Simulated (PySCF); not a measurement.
## Computed data sheet: `OBF` (hydroxyfluoroborane)

Species: hydroxyfluoroborane, BFH₂O.
Numbering: `[OH:1][BH:2][F:3]` (hydrogens: H4 on O1; H5 on B2)

Among its groups: three-coordinate boron.

PBE0-D3(BJ)/def2-TZVP geometry optimisation, gas phase (PySCF):

```
Point group                  : Cs
Rotational constants A, B, C : 64.152, 10.515, 9.034 GHz
```

From B97-2/pcSseg-2 ground state and GIAO shieldings, non-relativistic (PySCF):

```
Dipole moment                                               : 1.05 D
HOMO energy                                                 : -10.19 eV
LUMO energy                                                 : 0.29 eV
HOMO–LUMO gap                                               : 10.48 eV
1H chemical shifts (computed TMS as zero) by class          : 4.34 (H5), 4.25 (H4) ppm
Isotropic shieldings of nuclei other than C and H, by class : 76 (B2), 201 (O1), 260 (F3) ppm
```

Monoisotopic mass (most abundant isotopes): 48.0183 u.

The dipole equals about 3.5 × 10⁻³⁰ C·m (1 D = 3.33564 × 10⁻³⁰ C·m). With B = h/(8π²I), that is 505.379 GHz u Å² over I, the principal moments of inertia are 7.9, 48.1 and 55.9 u Å² (most abundant isotopes); the inertial defect Ic − Ia − Ib is -0.1 u Å² (zero for a rigid planar frame, negative otherwise). The rotational constants make it an asymmetric top with κ = (2B − A − C)/(A − C) = -0.95, nearer the prolate limit (−1).

Isolated species at its PBE0-D3(BJ)/def2-TZVP geometry (one conformer only).

For the geometry optimisation (PBE0-D3(BJ)/def2-TZVP), the run took 26 s of wall time on an Arm Neoverse N1 with one thread, shared host with 64 logical CPUs at a one-minute load of 57, and the process peaked at 0.42 GiB of memory.

Conformer computed: `[OH:1][BH:2][F:3]`: H–O1–B2–F3 0°.
